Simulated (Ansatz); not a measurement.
# What each rung costs, and what it gives

The pair of H₂S (SMILES S, atoms 1–3) and SiH₄ (SMILES [SiH4], atoms 4–8), both closed shells, in one local arrangement (a lower one may exist), relaxed at PBE0-D4/def2-TZVP:

S1  (-0.237, -0.798, -2.215)
H2  (-0.861, 0.372, -2.415)
H3  (0.973, -0.242, -2.374)
Si4  (0.023, 0.129, 1.393)
H5  (-1.343, -0.396, 1.152)
H6  (1.034, -0.917, 1.100)
H7  (0.144, 0.532, 2.820)
H8  (0.267, 1.320, 0.540)
(Å)

Interaction energies are counterpoise-corrected; the time is that of the whole pair.

Ansatz 0.2.0; basis: as named in each row; cores frozen in the correlated methods. B3LYP uses VWN-RPA correlation. Extrapolation: Hartree–Fock as exp(−7.88 √X), correlation as X^−2.97.

Times are rough, for one single point on 2 threads of a shared host (Arm Neoverse N1).

The estimate by CCSD(T) at an estimated basis limit (MP2 extrapolated from triple and quadruple zeta, plus CCSD(T) − MP2 in triple zeta) is -0.051 eV.

| method | basis | time (s) | interaction energy (eV) | method less estimate |
| --- | --- | --- | --- | --- |
| HF | STO-3G | under 1 | 0.039 | 0.090 |
| PBE-D4 | STO-3G | under 1 | -0.018 | 0.033 |
| SPW92 | def2-SVP | under 1 | -0.102 | -0.051 |
| PBE-D4 | def2-SVP | under 1 | -0.070 | -0.019 |
| B3LYP-D4 | 6-31G | under 1 | -0.033 | 0.018 |
| PBE0-D4 | def2-SVP | 1 | -0.069 | -0.018 |
| CCSD(T) | def2-SVP | 1 | -0.006 | 0.046 |
| PBE-D4 | def2-TZVPPD | 3 | -0.066 | -0.015 |
| revPBE-D4 | def2-TZVPPD | 3 | -0.048 | 0.003 |
| BLYP-D4 | def2-TZVPPD | 4 | -0.045 | 0.006 |
| PBE0-D4 | def2-TZVPPD | 4 | -0.062 | -0.011 |
| HSE06-D4 | def2-TZVPPD | 4 | -0.062 | -0.011 |
| B3LYP-D4 | def2-TZVPPD | 5 | -0.052 | -0.001 |
| wB97M-V | def2-SVP | 6 | -0.061 | -0.010 |
| r2SCAN-D4 | def2-TZVPPD | 6 | -0.051 | 0.000 |
| B2PLYP | def2-TZVPPD | 7 | -0.008 | 0.043 |
| wB97X-V | def2-TZVPPD | 12 | -0.054 | -0.002 |
| B97M-V | def2-TZVPPD | 14 | -0.057 | -0.006 |
| wB97M-V | def2-TZVPPD | 15 | -0.057 | -0.006 |
| MP2 | def2-QZVPPD | 20 | -0.050 | 0.001 |
| CCSD(T) | def2-TZVPPD | 48 | -0.038 | 0.013 |

T1 diagnostic: at most 0.011.
